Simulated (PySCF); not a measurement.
## BS from Hartree–Fock to correlated methods

State: ²Σ⁺ (doublet), unpaired electrons σ ↑. Set-up: PySCF, no relativity, basis sets B def2-SVP, S def2-SVP. De refers to B + S in their high-spin ground configurations, without counterpoise correction. The functionals are run spin-unrestricted. A positive dipole means B(−)S(+).

```tsv
Level	Re (Å)	ωe (cm⁻¹)	De (eV)	μ (D)
ROHF	1.600	1293	4.29	-1.49
ROHF-MP2	1.617	1236	5.87	n/a
ROHF-SCS-MP2	1.617	1235	5.58	n/a
ROHF-CCSD	1.617	1235	5.32	n/a
ROHF-CCSD(T)	1.626	1199	5.56	n/a
PBE	1.628	1176	6.38	-0.59
PBEsol	1.626	1184	6.71	-0.62
BLYP	1.631	1156	5.99	-0.53
r²SCAN	1.619	1210	6.31	-0.88
PBE0	1.614	1224	6.09	-0.84
M06-2X	1.608	1245	6.09	-0.87
LC-ωPBE	1.599	1276	5.81	-0.98
```

Question: Which functional lies closest to ROHF-CCSD(T) in De, which farthest, and by how much do they differ from it?

Answer: Closest is LC-ωPBE (-2.7 pm in Re, +6.4 % in ωe, +0.25 eV in De against ROHF-CCSD(T) in the same basis), farthest PBEsol (+0.0 pm in Re, -1.3 % in ωe, +1.15 eV in De). CCSD(T) converges more slowly with the basis than the functionals do and binds too weakly in this one, so the order can change at the basis-set limit.

Question: What does a quarter of exact exchange do here, going from PBE to PBE0?

Answer: PBE0 less PBE: -1.4 pm in Re, +4.1 % in ωe, -0.29 eV in De. Exact exchange removes part of the self-interaction that spreads semilocal densities, and in most molecules shortens and stiffens the bond and lowers De; so it does here.

Question: What does the step from GGA to meta-GGA do here, going from PBE to r²SCAN?

Answer: r²SCAN less PBE: -0.9 pm in Re, +2.9 % in ωe, -0.07 eV in De. 

Correlated steps freeze 6 core orbitals. Correlated levels converge slowly with the basis: in double zeta they bind strong bonds too weakly, by up to about 1 eV, and carry superposition errors of some tenths. The state was picked by a PBE0 search and need not be the measured ground state.

The whole job (state search and all levels along the bond) took about 0.76 min on 1 thread of Arm Neoverse V2 (shared host), peak memory 0.4 GiB.
